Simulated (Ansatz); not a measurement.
This Ansatz (a quantum-chemistry and plane-wave program) input (PBE/6-311G**) gives -499.21813 Eh with 57 basis functions. A basis named .json is the Basis Set Exchange file of that set (core-valence sets with the plain set on hydrogen).

Ansatz 0.2 input:
```yaml
crystal:
  periodic: [false, false, false]
  atoms:
    - {symbol: C, position_ang: [0.01225366, -0.24478813, -1.08693639]}
    - {symbol: Cl, position_ang: [-0.00641773, 0.12820516, 0.56927130]}
    - {symbol: H, position_ang: [0.96940014, -0.33504208, -1.57184899]}
    - {symbol: H, position_ang: [-0.93382079, -0.37571690, -1.58414476]}
basis:
  gaussian:
    orbitals: 6-311G__.json
hamiltonian:
  xc: {name: PBE}
magnetization: {spin_polarized: true, initial_magnetization: 1}
```

Change:
```diff
- orbitals: 6-311G__.json
+ orbitals: 6-31G
```

Question: What does the run give now?

Answer: -499.14292 Eh (PBE/6-31G, 26 functions), a change of +75.21 mEh.
